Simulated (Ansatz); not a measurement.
This script makes vertical spin-state energies of C2H5NO2, SMILES NC(=O)CO with Ansatz 0.2.0, Python API.

The script, `spin_c2h5no2.py`:
```python
# -*- coding: utf-8 -*-
"""Vertical spin-state energies of C2H5NO2."""

import warnings

import ansatz as az
from rdkit import Chem
from rdkit.Chem import AllChem

warnings.simplefilter("ignore", az.DeckWarning)

# a force-field geometry from the SMILES
rd = Chem.AddHs(Chem.MolFromSmiles("NC(=O)CO"))
AllChem.EmbedMolecule(rd, randomSeed=830)
AllChem.UFFOptimizeMolecule(rd)
geometry = az.Crystal.molecule()
for atom, xyz in zip(rd.GetAtoms(), rd.GetConformer().GetPositions()):
    geometry = geometry.atom(atom.GetSymbol(), xyz.round(5).tolist())

setup = geometry.calculation().basis(gaussian="cc-pVDZ").functional("pbe0")
found = {}
for unpaired in [0, 2]:
    report = setup.spin("collinear", total=unpaired).run().report
    s = unpaired / 2
    found[unpaired] = report["free_energy_ev"]
    print(f"2S+1 = {unpaired + 1}: E = {found[unpaired]:.5f} eV, <S^2> = {abs(report['mean_field']['state']['spin_squared']):.3f} (pure state {s * (s + 1):.2f})")
lowest = min(found, key=found.get)
for unpaired, e in found.items():
    print(f"multiplicity {unpaired + 1}: {96.485332 * (e - found[lowest]):.1f} kJ/mol above the lowest")
```

Which spin state is lowest at this geometry, and how far above lie the others?

In order: multiplicity 1 (+0.00 eV) and multiplicity 3 (+4.32 eV), all at the one geometry.

The output:

```console
$ python spin_c2h5no2.py
2S+1 = 1: E = -7731.17615 eV, <S^2> = 0.000 (pure state 0.00)
2S+1 = 3: E = -7726.85599 eV, <S^2> = 2.006 (pure state 2.00)
multiplicity 1: 0.0 kJ/mol above the lowest
multiplicity 3: 416.8 kJ/mol above the lowest
```

Caveats:
- Total energies depend on the basis set; only differences at equal settings carry meaning.
- The geometry is a force-field or estimated start, not a minimum of this method, and the basis set is short of its limit. All parts are taken at fixed geometry, without zero-point energy.
- Run time: 14 s on 1 thread of Arm Neoverse V2, on a shared host, peak memory 0.35 GiB.
